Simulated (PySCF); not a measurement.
# Mg₂: bond curves at several levels of theory

What are the lowest state that PBE0 finds, the bond length, vibrational wavenumber and bond energy of Mg₂, and how much do these hang on the method?

Program: PySCF 2.14.0. Level of theory: Mg x2c-SVPall, spin-free X2C with a Gaussian nucleus. These are calculated values, not measurements.

## Step 1: Set-up

A driver script around PySCF takes these settings:

```json
{
  "atoms": "Mg, Mg",
  "charge": "0",
  "basis": "Mg x2c-SVPall",
  "Hamiltonian": "spin-free X2C with a Gaussian nucleus",
  "basis functions": "36",
  "electrons treated": "24",
  "masses in u": "23.9850, 23.9850",
  "levels": "PBE0, PBE, r²SCAN, BLYP, M06-2X, MN15, HF, MP2, SCS-MP2, CCSD, CCSD(T)",
  "grid": "80 radial by 434 angular points",
  "occupations": "held fixed by the projection of orbital angular momentum",
  "dissociation limit": "Mg + Mg, each in its ground configuration",
  "starting distance in angstrom": "2.710",
  "values of 2S to try": "0, 2"
}
```

On the command line:

```sh
$ OMP_NUM_THREADS=1 python dia.py task.json out
```

Further steps of the session: First curve: PBE0; Higher solutions at PBE0; PBE; r²SCAN; BLYP; M06-2X (hybrid meta-GGA); MN15 (hybrid meta-GGA); RHF (mean field); Adding correlation.

What does the calculation give? Wanted: for each run, Re; ωe; De.

As calculated:

Lowest PBE0 solution found, without spin–orbit coupling: ¹Σg⁺ (singlet), closed shell. The other levels ran on it alone.

| level | Re (Å) | ωe (cm⁻¹) | De (eV) |
| --- | --- | --- | --- |
| RHF-MP2 | 4.283 | 36.5 | 0.042 |
| PBE | 3.502 | 104.7 | 0.149 |
| BLYP | 3.810 | 53.5 | 0.011 |
| r²SCAN | 3.517 | 105.2 | 0.133 |
| PBE0 | 3.592 | 92.9 | 0.117 |
| MN15 | 4.131 | 46.5 | 0.091 |
| M06-2X | 3.787 | 74.6 | 0.073 |

De is counted to Mg + Mg in their ground configurations. No constants: RHF (no minimum is bracketed among the points kept); RHF-SCS-MP2 (no minimum is bracketed among the points kept); RHF-CCSD (no minimum is bracketed among the points kept); RHF-CCSD(T) (no minimum is bracketed among the points kept).

**Reading.** The methods spread over 0.782 Å in bond length, from PBE to RHF-MP2. Among the levels with a De in the table, it runs from 0.011 eV (BLYP) to 0.149 eV (PBE).

Correlated steps freeze 2 core orbitals. The bond is weak, and basis-set superposition, which was not computed, may be a sizeable part of it.
